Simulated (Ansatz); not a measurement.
# C3H6N2: the cost of one run

All numbers are computed with Ansatz 0.2.0, driven from Python. Level of theory: r2SCAN0/cc-pVDZ.

### Step 1. The structure

Bond lengths: C1–N2 1.389 Å, N2–C3 1.314 Å, C3–C4 1.380 Å, C3–N5 1.362 Å, C4–N5 1.420 Å, C1–H6 1.109 Å, C1–H7 1.143 Å, C1–H8 1.059 Å, N2–H9 1.059 Å, C4–H10 0.986 Å, N5–H11 1.014 Å. Angles (14 of 18 angles, heavy atoms first): C1–N2–C3 121.6°, N2–C3–C4 149.9°, N2–C3–N5 147.4°, C4–C3–N5 62.4°, C3–C4–N5 58.2°, C3–N5–C4 59.5°, C1–N2–H9 115.0°, C3–N2–H9 115.9°, N2–C1–H6 112.8°, N2–C1–H7 109.7°, N2–C1–H8 114.0°, C3–C4–H10 155.8°, N5–C4–H10 145.9°, C3–N5–H11 108.8°.

The script holds or builds the structure itself.

### Step 2. Script

torsion_c3h6n2.py

```python
'''Rigid torsion scan of C3H6N2.'''

import ansatz as az
from ase import Atoms

BASIS_SET = 'cc-pVDZ'
XC = 'R2SCAN0'
FORCE_TOL = 0.02


def main() -> None:
    atoms = Atoms(['C', 'N', 'C', 'C', 'N', 'H', 'H', 'H', 'H', 'H', 'H'], positions=[
        (-1.4088, 0.3529, 0.7634),
        (-0.0257, 0.2293, 0.7821),
        (0.651, -0.101, -0.2946),
        (1.8553, -0.2249, -0.9576),
        (0.6384, -0.6926, -1.5209),
        (-1.8369, 0.5376, 1.7691),
        (-1.7048, 1.2877, 0.1767),
        (-1.9082, -0.4608, 0.3059),
        (0.4718, 0.8709, 1.4616),
        (2.8338, -0.1658, -1.063),
        (0.4994, -1.6904, -1.402),
    ])

    # relax first, so that the scan starts from a minimum
    first = (
        az.Crystal.molecule_from_ase(atoms).calculation()
        .basis(gaussian=BASIS_SET)
        .functional(XC)
        .relax(force_tolerance=FORCE_TOL, max_steps=80)
    )
    atoms.positions = first.run(threads=1, backend='cpu').report['positions_ang']

    start = atoms.get_dihedral(2, 1, 0, 5)
    energies = {}
    for turn in range(0, 121, 20):
        turned = atoms.copy()
        turned.set_dihedral(2, 1, 0, 5, start + turn, indices=[0, 5, 6, 7])
        base = az.Crystal.molecule_from_ase(turned).calculation()
        base = base.basis(gaussian=BASIS_SET)
        base = base.functional(XC)
        energies[round((start + turn) % 360)] = base.run(threads=1, backend='cpu').report['free_energy_ev']
    floor = min(energies.values())
    print('dihedral C2-N1-C0-H5 (deg)   E - E(min) (eV)')
    for angle, e in sorted(energies.items()):
        print(f'{angle:8d} {(e - floor):14.3f}  ' + '#' * int(30 * (e - floor) / max(max(energies.values()) - floor, 1e-9)))


if __name__ == '__main__':
    main()
```

### Step 3. Launch

On the command line:

```bash
python torsion_c3h6n2.py
```

**Question.** How long does this script take on 1 thread of Arm Neoverse V1, shared host, and how much memory does it need?

About 3.3 min, with a peak of 0.29 GiB.
